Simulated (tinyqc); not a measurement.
UHF in the sto-6g basis, for H2O+, spin multiplicity 2, step by step. One step of it, computed by the program tinyqc.

Problem. Iteration 2: diagonalisation and new density. Diagonalise F' = X^T F X, C = X C', fill 5 alpha and 4 beta electrons from the bottom; D(s) = C_occ C_occ^T. Each column has its largest component positive (the first on a tie).

extrapolated F(alpha) (hartree), lower triangle:
```
,1O 1s,1O 2s,1O 2px,1O 2py,1O 2pz,2H 1s,3H 1s
1O 1s,-20.998058
1O 2s,-5.085483,-2.788599
1O 2px,0.000000,0.000000,-0.927431
1O 2py,0.000366,0.003050,0.000000,-0.737147
1O 2pz,-0.011178,-0.076744,0.000000,0.003753,-0.734824
2H 1s,-0.453728,-0.556976,0.000000,-0.290530,-0.293553,-0.516456
3H 1s,-0.485888,-0.588159,0.000000,0.301970,-0.304360,-0.162203,-0.531577
```

extrapolated F(beta) (hartree), lower triangle:
```
,1O 1s,1O 2s,1O 2px,1O 2py,1O 2pz,2H 1s,3H 1s
1O 1s,-20.970441
1O 2s,-5.043773,-2.596143
1O 2px,0.000000,0.000000,-0.043474
1O 2py,0.000358,0.002767,0.000000,-0.660371
1O 2pz,-0.010995,-0.070952,0.000000,0.004743,-0.659539
2H 1s,-0.449244,-0.532787,0.000000,-0.287475,-0.290208,-0.536742
3H 1s,-0.481112,-0.562460,0.000000,0.298749,-0.300873,-0.160047,-0.549686
```

X, lower triangle:
```
,1O 1s,1O 2s,1O 2px,1O 2py,1O 2pz,2H 1s,3H 1s
1O 1s,1.021590
1O 2s,-0.125336,1.071924
1O 2px,0.000000,0.000000,1.000000
1O 2py,0.000184,-0.001891,0.000000,1.026687
1O 2pz,-0.003604,0.032232,0.000000,-0.001112,1.020345
2H 1s,0.011886,-0.126804,0.000000,-0.097814,-0.080672,1.049174
3H 1s,0.012480,-0.135208,0.000000,0.102404,-0.085381,-0.041800,1.054266
```

Give: F' = X^T F X; orbital energies; coefficients C; F' = X^T F X; orbital energies; coefficients C; D(alpha) after iteration 2; D(beta) after iteration 2.

Solution.

F' = X^T F X (alpha) (hartree), lower triangle:
```
,1,2,3,4,5,6,7
1,-20.676
2,-2.490,-1.901
3,0.000,0.000,-0.927
4,0.001,0.000,0.000,-0.662
5,-0.019,-0.009,0.000,0.001,-0.675
6,-0.033,-0.215,0.000,-0.220,-0.198,-0.360
7,-0.039,-0.228,0.000,0.227,-0.206,-0.043,-0.360
```

orbital energies (alpha) (hartree): MO1 -21.001, MO2 -1.656, MO3 -0.927, MO4 -0.850, MO5 -0.822, MO6 -0.175, MO7 -0.130

coefficients C (alpha):
```
,MO1,MO2,MO3,MO4,MO5,MO6,MO7
1O 1s,0.997,-0.244,0.000,-0.010,0.050,0.059,0.009
1O 2s,0.014,0.997,0.000,0.050,-0.257,-0.367,-0.056
1O 2px,0.000,0.000,1.000,0.000,0.000,0.000,0.000
1O 2py,0.000,-0.004,0.000,0.801,0.128,-0.075,0.641
1O 2pz,0.001,0.083,0.000,-0.127,0.819,-0.597,-0.079
2H 1s,-0.002,0.045,0.000,0.261,0.322,0.755,-0.625
3H 1s,-0.002,0.048,0.000,-0.348,0.226,0.583,0.797
```

F' = X^T F X (beta) (hartree), lower triangle:
```
,1,2,3,4,5,6,7
1,-20.655
2,-2.473,-1.705
3,0.000,0.000,-0.043
4,0.001,-0.001,0.000,-0.583
5,-0.020,0.000,0.000,0.002,-0.597
6,-0.034,-0.211,0.000,-0.222,-0.200,-0.386
7,-0.040,-0.225,0.000,0.229,-0.208,-0.042,-0.384
```

orbital energies (beta) (hartree): MO1 -20.973, MO2 -1.480, MO3 -0.804, MO4 -0.768, MO5 -0.163, MO6 -0.122, MO7 -0.043

coefficients C (beta):
```
,MO1,MO2,MO3,MO4,MO5,MO6,MO7
1O 1s,0.997,-0.239,-0.010,0.062,0.063,0.012,0.000
1O 2s,0.011,0.974,0.053,-0.316,-0.379,-0.072,0.000
1O 2px,0.000,0.000,0.000,0.000,0.000,0.000,1.000
1O 2py,0.000,-0.004,0.757,0.104,-0.107,0.692,0.000
1O 2pz,0.001,0.092,-0.106,0.780,-0.646,-0.106,0.000
2H 1s,-0.001,0.076,0.313,0.363,0.751,-0.579,0.000
3H 1s,-0.002,0.081,-0.395,0.263,0.541,0.791,0.000
```

D(alpha) after iteration 2, lower triangle:
```
,1O 1s,1O 2s,1O 2px,1O 2py,1O 2pz,2H 1s,3H 1s
1O 1s,1.056
1O 2s,-0.243,1.062
1O 2px,0.000,0.000,1.000
1O 2py,0.000,0.003,0.000,0.657
1O 2pz,0.023,-0.134,0.000,0.003,0.693
2H 1s,0.001,-0.025,0.000,0.251,0.234,0.174
3H 1s,0.001,-0.028,0.000,-0.249,0.233,-0.016,0.174
```

D(beta) after iteration 2, lower triangle:
```
,1O 1s,1O 2s,1O 2px,1O 2py,1O 2pz,2H 1s,3H 1s
1O 1s,1.056
1O 2s,-0.241,1.052
1O 2px,0.000,0.000,0.000
1O 2py,-0.001,0.004,0.000,0.584
1O 2pz,0.028,-0.163,0.000,0.001,0.627
2H 1s,0.000,-0.024,0.000,0.274,0.257,0.235
3H 1s,0.000,-0.025,0.000,-0.272,0.255,-0.022,0.232
```
